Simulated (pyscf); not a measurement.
Elementary routes open to H₂N–SiH₂–F + water (H₂O) in the gas phase (singlet surface):
A. HO–SiH₂–F + ammonia (NH₃) (H–O, N–Si broken; O–Si, H–N formed)
B. H₂N–SiH₂–OH + hydrogen fluoride (HF) (F–Si, H–O broken; O–Si, F–H formed)

Optimised with ωB97X-D3(BJ)/def2-SVP in PySCF. MP2 and CC: frozen core, UHF for open shells. ΔMP2 is the change of the MP2 total energy from the triple- to the quadruple-zeta basis.

Question: Rank the routes by free-energy barrier at 298 K, lowest first, for CCSD(T)/def2-TZVPP + ΔMP2(QZVPP) energies (ideal gas, 1 atm, RRHO with modes under 100 cm⁻¹ raised to 100, one conformer, R ln 2 for chiral ones without a mode under 150 cm⁻¹).

Answer: A (27.4 kcal/mol), B (36.5 kcal/mol)

Route A is the fastest of these, ahead of the next by 9.2 kcal/mol. The most stable products are those of A (ΔG = -9.3 kcal/mol), so kinetics and thermodynamics agree. At 1200 K A is still the fastest. A: On the reactant side the descent ends in a complex, 4.6 kcal/mol under the separated species and 18.4 kcal/mol under the saddle at ωB97X-D3(BJ)/def2-TZVP. On the product side the descent ends in an adduct with a N–Si contact, 4.4 kcal/mol under the separated species and 27.7 kcal/mol under the saddle at ωB97X-D3(BJ)/def2-TZVP. B: On the product side the descent ends in a bound adduct, 9.3 kcal/mol under the separated species and 20.9 kcal/mol under the saddle at ωB97X-D3(BJ)/def2-TZVP. Only these routes are compared; each barrier is that of the saddle found, and lower ones may exist. The CCSD(T) − MP2 part came from Ansatz, without density fitting, on the same reference.
